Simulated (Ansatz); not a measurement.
**AlBe+ (triplet): wave-function methods side by side, aug-cc-pVDZ**

The task here is to estimate one member of a computed series from the others.

Computed with Ansatz 0.2.0, Gaussian basis. Level: aug-cc-pVDZ, core rule «outside noble gas», up to 6 orbitals frozen.

Plan: UHF; CCSD(T) on ROHF; CCSD(T) on UHF; BCCD(T) on ROHF; CISD as a restricted active space (open shells left free, so some higher excitations enter); CCSDT(Q) on ROHF; CCSDT(Q) on UHF; Full CI.

28 further runs of the same task are left out: 5 for a known fault of the program, 11 that didn't finish, 12 set aside as unsound or not needed. Runs told in other sessions of the task aren't counted.

### The geometry

The geometry is a PBE0/def2-TZVP stationary point (not a proven minimum) of the parent state, kept for this charge and spin.

2 atoms, charge 1, spin multiplicity 3.

Atoms are counted from 1 here; the program's logs count them from 0.

No contacts short enough for the rule that draws bonds.

The first run:

The input, in.yaml:

```yaml
crystal:
  periodic: [false, false, false]
  atoms:
    - {symbol: Al, position_ang: [0.000000, 0.000000, 0.000000]}
    - {symbol: Be, position_ang: [0.000000, 0.000000, 2.412500]}
basis:
  gaussian: {orbitals: aug-cc-pVDZ}
total_charge: 1
magnetization: {spin_polarized: true, initial_magnetization: 2}
hamiltonian: {xc: hf}
output: {orbitals: {seedname: orbitals}}
```

The run is started by

```sh
ansatz run in.yaml --threads 1 --pin off --events-out ev --progress --plain --max-ram 2393MiB
```

Among the steps run: UHF; CCSD(T) on ROHF; CCSD(T) on UHF; BCCD(T) on ROHF; CISD as a restricted active space (open shells left free, so some higher excitations enter); CCSDT(Q) on ROHF; CCSDT(Q) on UHF; Full CI.

One table of the session follows, with a row left open; its other results are not shown here.

```
   method  from FCI (meV)
     ROHF         +1453.1
      UHF         +1353.5
     RMP2          +497.3
     UMP2          +485.5
     CISD           +51.5
    RCCSD               ?
    UCCSD           +42.4
 RCCSD(T)           +15.3
 UCCSD(T)           +14.4
  BCCD(T)           +15.1
   RCCSDT            +0.8
   UCCSDT            +0.4
RCCSDT(Q)            +0.3
UCCSDT(Q)            -0.1
      FCI               0
```

Estimate the missing values for RCCSD.

As computed: from FCI (meV): +48.0. In the column «from FCI (meV)» it lies between UCCSD (+42.4) and CISD (+51.5).

Limits of these values: Levels on UHF freeze UHF's core orbitals, full CI those of ROHF, so the U rows can settle a little off it for that reason alone. Restricted and unrestricted rows rest on different reference determinants; a gap between their highest levels can come from leftover correlation error, from unlike frozen cores or from another state.
